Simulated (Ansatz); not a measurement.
Input for Ansatz (development build ahead of 0.2.0):

```yaml
crystal:
  periodic: [false, false, false]
  atoms:
    - { symbol: P, position_ang: [0.0, 0.0, 0.0] }
    - { symbol: "N", position_ang: [0.0, 0.0, 1.937] }
basis:
  gaussian: { orbitals: "6-31G" }
magnetization:
  spin_polarized: true
hamiltonian:
  xc: pbe0
scf:
  omitted_lower_state_checks: [stability, starts, atomic_configurations, cluster_reference, orbital_swaps, given_window_search, neighbouring_geometries, increment]
output:
  forces: true
```

The input is written out in the form of the current development build from the run's settings.

Results

```
Converged                       : yes
Total energy                    : -395.70215 hartree
Spin squared of the determinant : 0.000
```

Forces (eV/Å):
```
atom     Fx     Fy      Fz
  P1  0.000  0.000   8.603
  N2  0.000  0.000  -8.603
```

This is not the lowest solution: another run reaches a determinant 0.61 eV lower.
